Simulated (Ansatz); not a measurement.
`CN=S=O`. The species carries charge 0 and has multiplicity 1.

| atom | x (Å) | y (Å) | z (Å) |
| --- | --- | --- | --- |
| C1 | 0.271 | -0.478 | -0.593 |
| N2 | -0.776 | 0.486 | -0.357 |
| S3 | -0.992 | 1.220 | 0.941 |
| O4 | -0.102 | 0.969 | 2.063 |
| H5 | -0.189 | -1.424 | -0.886 |
| H6 | 0.870 | -0.136 | -1.441 |
| H7 | 0.917 | -0.636 | 0.274 |

Question: What are the harmonic wavenumbers in cm⁻¹ at PBE0-D4/def2-TZVP (Ansatz, finite differences of forces, unscaled)? (Estimate.)

Answer: Computed: 87, 212, 376, 594, 875, 1109, 1145, 1200, 1336, 1433, 1480, 1481, 3043, 3116, 3130.

Question: Is this a minimum?

Answer: Yes, all 15 modes are real.

Question: Give the ideal-gas thermochemistry at 298.15 K and 1 bar (rigid rotor, harmonic oscillator; point group Cs, symmetry number 1).

Answer: Zero-point energy 123.3 kJ/mol; H(298) − E = 138.3 kJ/mol; entropy 297.2 J/(mol·K), of which translation 163.0, rotation 102.2, vibration 31.9; G(298) − E = 49.7 kJ/mol. Modes under 100 cm⁻¹ are hindered rotations or soft bends, so the harmonic entropy is rough.

Question: And at 400, 500, 600, 800 and 1000 K?

Answer: 
| T (K) | H − E (kJ/mol) | S (J/mol/K) | G − E (kJ/mol) |
| --- | --- | --- | --- |
| 400 | 145.7 | 318.5 | 18.4 |
| 500 | 154.1 | 337.2 | -14.4 |
| 600 | 163.5 | 354.3 | -49.0 |
| 800 | 184.7 | 384.6 | -123.0 |
| 1000 | 208.2 | 410.8 | -202.6 |
